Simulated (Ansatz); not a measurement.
System: C3H7O, net charge 0, doublet state. It need not be the lowest isomer of its formula. SMILES: [CH2]C(C)O
Coordinates optimised at B3LYP-D3(BJ)/def2-TZVP (Ansatz, an electronic-structure program):
```xyz
11

O     -0.0336     1.3524    -0.1913
C     -0.0230     0.0261     0.3439
H      0.7975     1.7801     0.0409
H      0.1030     0.0869     1.4415
C     -1.3380    -0.5860     0.0500
C      1.1470    -0.7908    -0.2108
H      1.0799    -0.8495    -1.2976
H     -2.1725     0.0406    -0.2265
H      2.0998    -0.3278     0.0582
H     -1.4939    -1.6419     0.2178
H      1.1393    -1.8033     0.1974
```
Charge 0, spin multiplicity 2.

Computed values are from Ansatz. Correlated levels leave the core frozen unless marked. Open shells are spin-unrestricted. No spin-orbit coupling. No relativistic terms. CBS(X,Y): correlation extrapolated as X^-3; Hartree-Fock from the larger set. [CCSD(T)-MP2]/basis is that difference in the basis named.

| Property | Result |
|---|---|
| atomisation energy De | 999.2 kcal/mol at RI-MP2/CBS(cc-pVTZ,cc-pVQZ)+[CCSD(T)-MP2]/cc-pVDZ |
| total energy | -193.4666 Eh at RI-MP2/CBS(cc-pVTZ,cc-pVQZ)+[CCSD(T)-MP2]/cc-pVDZ |
| dipole moment | 1.78 D at wB97M-V/def2-TZVPD |
| T1 diagnostic | 0.012 at CCSD/aug-cc-pVDZ |
